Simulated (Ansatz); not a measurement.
Results of r²SCAN+SOC (Ansatz, a quantum-chemistry and plane-wave program, PAW) for K2La2Ti3O10 (I4/mmm, No. 139; cell taken from a computed entry).

Run with plane-wave cutoff 560 eV, 10×10×10 k mesh, Fermi–Dirac smearing 0.01 eV, PAW data made under PBE.

Cell (relaxed with PBEsol):

```
K2La2Ti3O10
1.0
   -1.93111     1.93111    14.77275
    1.93111    -1.93111    14.77275
    1.93111     1.93111   -14.77275
K La Ti O
2 2 3 10
Cartesian
  0.00000   0.00000   8.63733
  0.00000   0.00000  20.90817
  0.00000   0.00000  12.65948
  0.00000   0.00000  16.88603
  0.00000   0.00000   4.14656
  0.00000   0.00000  25.39895
  0.00000   0.00000   0.00000
  0.00000   0.00000  23.65429
  0.00000   0.00000   5.89121
  1.93111   0.00000  11.02502
  0.00000   1.93111   3.74773
  0.00000   1.93111  11.02502
  1.93111   0.00000   3.74773
  0.00000   0.00000  27.63731
  0.00000   0.00000   1.90820
  1.93111   0.00000   0.00000
  0.00000   1.93111   0.00000
```

Question: Predict the band gap.

Answer: 
- band gap = 2.49 eV (on the SCF k mesh)

Note: cell and atoms aren't relaxed at this level (largest force component 0.22 eV/Å, pressure 2.5 GPa).

Computed values are for the static lattice.

Cost on a shared machine: roughly 40 core-minutes.
